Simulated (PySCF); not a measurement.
# Computed spin Hamiltonian

C5H12N (doublet state).
Cartesian coordinates in Å at the GFN2-xTB level; atoms count from 1:
```
atom  x, y, z in Å
C1     1.7287   -0.9473   -0.8004
C2     0.8238    0.0949   -0.2381
N3     1.3332    0.8391    0.8410
C4    -0.6599   -0.0901   -0.3134
C5    -1.4098    1.2466   -0.3812
C6    -1.1928   -0.9178    0.8711
H7     2.7373   -0.5520   -0.9275
H8     1.3634   -1.2814   -1.7698
H9     1.8066   -1.8313   -0.1532
H10    2.3151    1.0594    0.7447
H11    0.7846    1.6585    1.0607
H12   -0.8741   -0.6436   -1.2344
H13   -1.0012    1.8744   -1.1704
H14   -2.4634    1.0750   -0.5897
H15   -1.3407    1.7810    0.5642
H16   -2.2708   -1.0437    0.7936
H17   -0.7263   -1.8993    0.8836
H18   -0.9624   -0.4161    1.8074
```

The hyperfine couplings belong to this conformer and change with its torsions.

The species is `C[C](N)C(C)C` [radical].

Method: UKS B3LYP, pcH-1 on C H N, non-relativistic, mean-field spin-orbit, GIAO (PySCF 2.14.0). The structure is a single GFN2-xTB conformer in the gas phase; no vibrational or solvent corrections. The geometry wasn't refined by DFT: couplings that depend on bond lengths, twists or pyramidal angles can differ widely from those at the functional's own minimum. The SCF solution wasn't tested for stability.

```json
{"g1, g2, g3": "2.00215, 2.00276, 2.00320", "g_iso": "2.00270", "Form of g": "rhombic: the two nearest values differ by 41 % of g3 − g1", "⟨S²⟩": "0.7534 (exact 0.7500)", "α and β electrons": "25, 24", "HOMO–LUMO gap, α and β orbitals": "4.48, 7.52 eV"}
```

Isotropic coupling and dipolar principal values T1 to T3, in MHz:

```csv
atom,isotope,a_iso,T1,T2,T3,Mulliken spin population
C1,13C,-17.8,-2.2,-1.3,3.4,-0.07
C2,13C,128.9,-73.3,-72.5,145.8,0.83
N3,14N,10.8,-9.7,-9.3,19.0,0.13
C4,13C,-17.0,-1.8,-1.4,3.2,-0.04
C5,13C,27.9,-2.3,-2.1,4.4,0.01
C6,13C,41.6,-4.7,-4.4,9.0,0.04
H7,1H,30.2,-5.1,-4.0,9.0,0.01
H8,1H,21.4,-5.5,-4.0,9.5,0.01
H9,1H,116.8,-3.9,-3.4,7.3,0.07
H10,1H,11.6,-11.0,-5.1,16.1,0.00
H11,1H,16.0,-11.0,-5.4,16.5,0.00
H12,1H,7.8,-5.8,-3.9,9.7,0.00
H13,1H,-1.7,-4.6,-2.4,7.0,0.00
H14,1H,0.5,-1.9,-1.7,3.7,0.00
H15,1H,-1.7,-3.0,-2.0,5.0,0.00
H16,1H,8.4,-3.2,-1.2,4.4,0.00
H17,1H,-2.3,-4.2,-1.4,5.6,0.00
H18,1H,-3.7,-4.2,-0.8,5.0,0.00
```

The largest Mulliken spin populations are on C2 (+0.83), N3 (+0.13), H9 (+0.07) and C1 (-0.07). C2 is the only atom above +0.15. The angles at C2 add up to 353.4°, so it is slightly pyramidal.

Axes: g2 points within 11° of the C2–N3 bond.

Under fast tumbling the dipolar parts average out, and these isotropic splittings remain: 3 × 1H (H7/H8/H9, I = 1/2, 4 lines) with 2.00 mT, 2 × 1H (H10/H11, I = 1/2, 3 lines) with 0.49 mT, 1 × 14N (N3, I = 1, 3 lines) with 0.38 mT and 1 × 1H (H12, I = 1/2, 2 lines) with 0.28 mT.

Nuclei that the bonding pattern makes equivalent are averaged, as if the motion that swaps them (rotation, inversion, ring flip) were fast. The three 1H nuclei of mean +56.1 MHz run from 21.4 to 116.8 MHz in the frozen geometry.

The 13C coupling of C2 (128.9 MHz) shows only in satellite lines or after enrichment, since that isotope makes up about 1.07 % of natural carbon.

The spin density at the nucleus, in bohr⁻³, is negative for C1 (-0.0158) and C4 (-0.0151), for instance. A restricted open-shell determinant has no negative spin density anywhere; here it arises because α and β orbitals differ (spin polarisation).

The run took 44 s of wall time (with the writing of density and orbital grids) on one thread of an Arm Neoverse V2, shared host with 96 logical CPUs at a one-minute load of 45, and the process peaked at 0.97 GiB of memory.
